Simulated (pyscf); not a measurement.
Optimised with ωB97X-D3(BJ)/def2-SVP in PySCF.

SMILES: [Mo](=[O])([OH])([F])([OH])[F]
```xyz
8

O      0.0017     0.7559     2.1090
Mo    -0.6162    -0.2745     0.9926
O     -0.1107    -1.9775     1.5285
O     -1.2290     0.7847    -0.4023
F      0.8137    -0.5461    -0.2249
F     -2.3427    -0.5791     1.5550
H      0.5039    -2.5514     1.0527
H     -0.8530     0.8020    -1.2922
```
Charge 0, spin multiplicity 1.

**Question.** How much does it cost (ΔH, 298 K, ωB97M-D3(BJ)/def2-TZVP) to split O=Mo(OH)(OH)(F)–F at its Mo–O bond into [O=Mo(OH)(F)–F]• + OH•?

**Answer.** Mo–O to [O=Mo(OH)(F)–F]• + OH•: 302.8 kJ/mol. The 7 functionals that were run give +302.8 (ωB97M-D3(BJ)) to +362.6 kJ/mol (PBE). The radicals are drawn with the spin at the cut bond; how far it spreads was not checked. Other isomers of [O=Mo(OH)(F)–F]• were not searched in full and may lie lower. Left out: the spin-orbit lowering of OH. Open-shell species with a d-block atom are single-reference here; other states, and whether the spin sits on metal or ligand, were not checked. Elements past Kr carry the def2 core potentials, without spin-orbit coupling.
